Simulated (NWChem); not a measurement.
Program: NWChem. System: CH (+1), charge 1, spin multiplicity 1, at a geometry optimised with PBE0/def2-SVP. The structure started from a generated list of species. Level: BHandHLYP/Sadlej pVTZ.

Job file:

```
start mol
memory heap 200 mb stack 900 mb global 1100 mb
charge 1
geometry units angstroms nocenter noautoz
  C      0.000000     0.000000     0.163891
  H      0.000000     0.000000    -0.983348
  symmetry group C2v
end
basis spherical
  * library sadlej_pvtz
end
dft
  xc bhlyp
  semidirect memsize 60000000 filesize 0
  iterations 100
end
property
  dipole
  response 1 0.0
end
task dft property
```

Part of the output:

```
             Northwest Computational Chemistry Package (NWChem) 7.3.0
             --------------------------------------------------------

                                NWChem Input Module
                                -------------------

 Scaling coordinates for geometry "geometry" by  1.889725989
 (inverse scale =  0.529177249)

 Turning off AUTOSYM since
 SYMMETRY directive was detected!

                             Geometry "geometry" -> ""
                             -------------------------

 Output coordinates in angstroms (scale by  1.889725989 to convert to a.u.)

  No.       Tag          Charge          X              Y              Z
 ---- ---------------- ---------- -------------- -------------- --------------
    1 C                    6.0000     0.00000000     0.00000000     0.16389100
    2 H                    1.0000     0.00000000     0.00000000    -0.98334800

 Effective nuclear repulsion energy (a.u.)       2.7675693504

            Nuclear Dipole moment (a.u.)
            ----------------------------
        X                 Y               Z
 ---------------- ---------------- ----------------
     0.0000000000     0.0000000000    -0.0000037795

      Symmetry information
      --------------------

 Group name             C2v
 Group number             16
 Group order               4
 No. of unique centers     2

      Symmetry unique atoms

     1    2


 Summary of "ao basis" -> "" (spherical)
 ------------------------------------------------------------------------------
       Tag                 Description            Shells   Functions and Types
 ---------------- ------------------------------  ------  ---------------------
 *                        sadlej_pvtz                 on all atoms

                              NWChem Property Module
                              ----------------------

                                 NWChem DFT Module
                                 -----------------

 Summary of "ao basis" -> "ao basis" (spherical)
 ------------------------------------------------------------------------------
       Tag                 Description            Shells   Functions and Types
 ---------------- ------------------------------  ------  ---------------------
 C                        sadlej pvtz               10       24   5s3p2d
 H                        sadlej pvtz                5        9   3s2p

 Summary of "ao basis" -> "ao basis" (spherical)
 ------------------------------------------------------------------------------
       Tag                 Description            Shells   Functions and Types
 ---------------- ------------------------------  ------  ---------------------
 C                        sadlej pvtz               10       24   5s3p2d
 H                        sadlej pvtz                5        9   3s2p

            General Information
            -------------------
          SCF calculation type: DFT
          Wavefunction type:  closed shell.
          No. of atoms     :     2
          No. of electrons :     6
           Alpha electrons :     3
            Beta electrons :     3
          Charge           :     1
          Spin multiplicity:     1
          Use of symmetry is: off; symmetry adaption is: off
          Maximum number of iterations: 100
          AO basis - number of functions:    33
                     number of shells:    15
          Convergence on energy requested:  1.00D-06
          Convergence on density requested:  1.00D-05
          Convergence on gradient requested:  5.00D-04

              XC Information
              --------------
                        BHLYP Method XC Functional
                     Hartree-Fock (Exact) Exchange  0.500
                        Slater Exchange Functional  0.500 local
                    Becke 1988 Exchange Functional  0.500 non-local
              Lee-Yang-Parr Correlation Functional  1.000

             Grid Information
             ----------------
          Grid used for XC integration:  medium
          Radial quadrature: Mura-Knowles
          Angular quadrature: Lebedev.
          Tag              B.-S. Rad. Rad. Pts. Rad. Cut. Ang. Pts.
          ---              ---------- --------- --------- ---------
          C                   0.70       49          11.0       434
          H                   0.35       45          11.0       434
          Grid pruning is: on
          Number of quadrature shells:    94
          Spatial weights used:  Erf1

          Convergence Information
          -----------------------
          Convergence aids based upon iterative change in
          total energy or number of iterations.
          Levelshifting, if invoked, occurs when the
          HOMO/LUMO gap drops below (HL_TOL):  1.00D-02
          DIIS, if invoked, will attempt to extrapolate
          using up to (NFOCK): 10 stored Fock matrices.

                    Damping( 0%)  Levelshifting(0.5)       DIIS
                  --------------- ------------------- ---------------
          dE  on:    start            ASAP                start
          dE off:    2 iters        100 iters           100 iters

      Screening Tolerance Information
      -------------------------------
          Density screening/tol_rho:  1.00D-10
          AO Gaussian exp screening on grid/accAOfunc:  14
          CD Gaussian exp screening on grid/accCDfunc:  20
          XC Gaussian exp screening on grid/accXCfunc:  20
          Schwarz screening/accCoul:  1.00D-08

      Superposition of Atomic Density Guess
      -------------------------------------

 Sum of atomic energies:         -38.16907199

 Renormalizing density from       7.00 to      6

      Non-variational initial energy
      ------------------------------

 Total energy =     -34.056794
 1-e energy   =     -48.210746
 2-e energy   =      11.386382
 HOMO         =      -0.795459
 LUMO         =      -0.635538

------------------------------------------------------------
EAF file 0: "./mol.aoints.0" size=524288 bytes
------------------------------------------------------------
               write      read    awrite     aread      wait
               -----      ----    ------     -----      ----
     calls:        1         0         0         0         0
   data(b): 5.24e+05  0.00e+00  0.00e+00  0.00e+00
   time(s): 0.00e+00  0.00e+00  0.00e+00  0.00e+00  0.00e+00
rate(mb/s): 0.00e+00  0.00e+00
------------------------------------------------------------

   convergence    iter        energy       DeltaE   RMS-Dens  Diis-err    time
 ---------------- ----- ----------------- --------- --------- ---------  ------
 d= 0,ls=0.0,diis     1    -38.0621745239 -4.08D+01  1.52D-02  2.74D-01     0.3
 d= 0,ls=0.0,diis     2    -38.0713969843 -9.22D-03  2.13D-03  3.61D-03     0.4
 d= 0,ls=0.0,diis     3    -38.0718716846 -4.75D-04  4.93D-04  1.37D-04     0.4
 d= 0,ls=0.0,diis     4    -38.0718921579 -2.05D-05  7.50D-05  1.59D-06     0.5
 d= 0,ls=0.0,diis     5    -38.0718927222 -5.64D-07  5.30D-06  4.13D-09     0.5

         Total DFT energy =      -38.071892722160
      One electron energy =      -53.446946548166
           Coulomb energy =       17.875799679574
    Exchange-Corr. energy =       -5.268315203980
 Nuclear repulsion energy =        2.767569350413

 Numeric. integr. density =        5.999998613548

     Total iterative time =      0.3s

                       DFT Final Molecular Orbital Analysis
                       ------------------------------------

 Vector    1  Occ=2.000000D+00  E=-1.121750D+01
              MO Center=  1.5D-14, -1.9D-14,  1.6D-01, r^2= 2.7D-02
   Bfn.  Coefficient  Atom+Function         Bfn.  Coefficient  Atom+Function
  ----- ------------  ---------------      ----- ------------  ---------------
     2      0.630108  1 C  s                  1      0.453476  1 C  s

 Vector    2  Occ=2.000000D+00  E=-1.131229D+00
              MO Center=  4.5D-12, -5.7D-12, -2.6D-01, r^2= 6.9D-01
   Bfn.  Coefficient  Atom+Function         Bfn.  Coefficient  Atom+Function
  ----- ------------  ---------------      ----- ------------  ---------------
     3      0.535731  1 C  s                  4      0.356032  1 C  s
    25      0.319643  2 H  s                  2     -0.224438  1 C  s
     8     -0.200669  1 C  pz                 1     -0.098835  1 C  s
    30      0.055270  2 H  pz                33     -0.041692  2 H  pz

 Vector    3  Occ=2.000000D+00  E=-7.859740D-01
              MO Center= -9.3D-12,  1.2D-11,  2.5D-01, r^2= 9.6D-01
   Bfn.  Coefficient  Atom+Function         Bfn.  Coefficient  Atom+Function
  ----- ------------  ---------------      ----- ------------  ---------------
     8      0.632331  1 C  pz                 4      0.390568  1 C  s
    25     -0.323157  2 H  s                  3      0.314710  1 C  s
    26     -0.170135  2 H  s                  2     -0.123391  1 C  s
     5      0.095325  1 C  s                 11      0.061026  1 C  pz
     1     -0.053852  1 C  s                 17     -0.051251  1 C  d  0

 Vector    4  Occ=0.000000D+00  E=-4.719654D-01
              MO Center=  5.6D-12, -7.0D-12,  1.1D-01, r^2= 1.1D+00
   Bfn.  Coefficient  Atom+Function         Bfn.  Coefficient  Atom+Function
  ----- ------------  ---------------      ----- ------------  ---------------
     6      0.598656  1 C  px                 7      0.475078  1 C  py
     9      0.251008  1 C  px                10      0.199194  1 C  py
    28      0.029167  2 H  px

 Vector    5  Occ=0.000000D+00  E=-4.719654D-01
              MO Center=  2.1D-11, -2.8D-11,  1.1D-01, r^2= 1.1D+00
   Bfn.  Coefficient  Atom+Function         Bfn.  Coefficient  Atom+Function
  ----- ------------  ---------------      ----- ------------  ---------------
     7      0.598656  1 C  py                 6     -0.475078  1 C  px
    10      0.251008  1 C  py                 9     -0.199194  1 C  px
    29      0.029167  2 H  py

 Vector    6  Occ=0.000000D+00  E=-1.960197D-01
              MO Center=  3.0D-10, -4.0D-10, -1.2D+00, r^2= 4.3D+00
   Bfn.  Coefficient  Atom+Function         Bfn.  Coefficient  Atom+Function
  ----- ------------  ---------------      ----- ------------  ---------------
    26      0.791472  2 H  s                 27      0.720688  2 H  s
     4     -0.550141  1 C  s                  8      0.357110  1 C  pz
     3     -0.264523  1 C  s                 11      0.254283  1 C  pz
    25      0.204684  2 H  s                  5     -0.177615  1 C  s
     2      0.089482  1 C  s                 14      0.087330  1 C  pz

 center of mass
 --------------
 x =   0.00000000 y =   0.00000000 z =   0.14173852

 moments of inertia (a.u.)
 ------------------
           4.369856381615           0.000000000000           0.000000000000
           0.000000000000           4.369856381615           0.000000000000
           0.000000000000           0.000000000000           0.000000000000

     Multipole analysis of the density
     ---------------------------------

     L   x y z        total         alpha         beta         nuclear
     -   - - -        -----         -----         ----         -------
     0   0 0 0      1.000000     -3.000000     -3.000000      7.000000

     1   1 0 0      0.000000      0.000000      0.000000      0.000000
     1   0 1 0     -0.000000     -0.000000     -0.000000      0.000000
     1   0 0 1     -0.580563     -0.290280     -0.290280     -0.000004

     2   2 0 0     -2.898538     -1.449269     -1.449269      0.000000
     2   1 1 0     -0.000000     -0.000000     -0.000000      0.000000
     2   1 0 1      0.000000      0.000000      0.000000      0.000000
     2   0 2 0     -2.898538     -1.449269     -1.449269      0.000000
     2   0 1 1     -0.000000     -0.000000     -0.000000      0.000000
     2   0 0 2     -3.255951     -3.642296     -3.642296      4.028642

 *** CALLING NEW AORESP DRIVER FOR CLOSED AND OPEN SHELLS ***
 Entering AOResponse driver routine

--------------------------------------------------------------------------------

          ****************
          *** RESPONSE ***
          ****************

 Response module for NWChem and dynamic CPKS solver

          -----------------------------------------------
          Solving response equations for perturbing field
          -----------------------------------------------

 number of frequencies:     1
 frequency in a.u.:  0.0000000E+00
 Perturbing field: electric
 Using El. Dipole Length Gauge

 Setting up CPKS with frequency omega =      0.00000000 a.u.

 STATIC response

                                NWChem CPHF Module
                                ------------------

  scftype          =     RHF
  nclosed          =        3
  nopen            =        0
  variables        =       90
  # of vectors     =        3
  tolerance        = 0.10D-03
  level shift      = 0.00D+00
  max iterations   =       50
  max subspace     =       30

  int2e_file: Failed to allocate cache ... halving
 SCF residual:    4.5320800581215387E-006

Iterative solution of linear equations
  No. of variables       90
  No. of equations        3
  Maximum subspace       30
        Iterations       50
       Convergence  1.0D-04

   iter   nsub   residual    time
   ----  ------  --------  ---------
     1      3    6.35D-01       1.1
     2      6    1.92D-01       1.6
     3      9    4.61D-02       2.0
     4     12    1.71D-03       2.5
     5     15    2.14D-04       2.9
     6     18    9.27D-06       3.2

 Electric Dipole Response Matrix (nonzero elements):

              1        2        3
    1    7.3778   0.0000   0.0000
    2    0.0000   7.3778  -0.0000
    3    0.0000  -0.0000   8.2949

 ------------------------------------------
 average:         7.68348 + I       0.00000

 DFT Linear Response polarizability / au
 Frequency  =       0.0000000 / au
 Wavelength = -999999.0000000 / nm
              X              Y              Z
 -----------------------------------------------
 X       7.3777577      0.0000000      0.0000000
 Y       0.0000000      7.3777577     -0.0000000
 Z       0.0000000     -0.0000000      8.2949391
 -----------------------------------------------
 Eigenvalues =       7.3777577      7.3777577      8.2949391
 Isotropic   =       7.6834848
 Anisotropic =       0.9171815
 -----------------------------------------------

 Magnetic Dipole Response Matrix (nonzero elements):
 Optical rotation tensor Beta

 *** static G'=0. Use GPRIME input with finite omega
 *** or better ORBETA without GPRIME for small or zero freq.

 zero matrix

 ------------------------------------------
 average:         0.00000 + I       0.00000

 Exiting AOResponse driver routine

          -------------
          Dipole Moment
          -------------

 Center of charge (in au) is the expansion point
         X =       0.0000000 Y =       0.0000000 Z =      -0.0000005

   Dipole moment        0.5805622835 A.U.
             DMX        0.0000000000 DMXEFC        0.0000000000
             DMY       -0.0000000000 DMYEFC        0.0000000000
             DMZ       -0.5805622835 DMZEFC        0.0000000000
   -EFC- dipole         0.0000000000 A.U.
   Total dipole         0.5805622835 A.U.

   Dipole moment        1.4756532872 Debye(s)
             DMX        0.0000000000 DMXEFC        0.0000000000
             DMY       -0.0000000001 DMYEFC        0.0000000000
             DMZ       -1.4756532872 DMZEFC        0.0000000000
   -EFC- dipole         0.0000000000 DEBYE(S)
   Total dipole         1.4756532872 DEBYE(S)

 1 a.u. = 2.541766 Debyes

 Task  times  cpu:        3.2s     wall:        3.2s

 Total times  cpu:        3.3s     wall:        3.3s
```
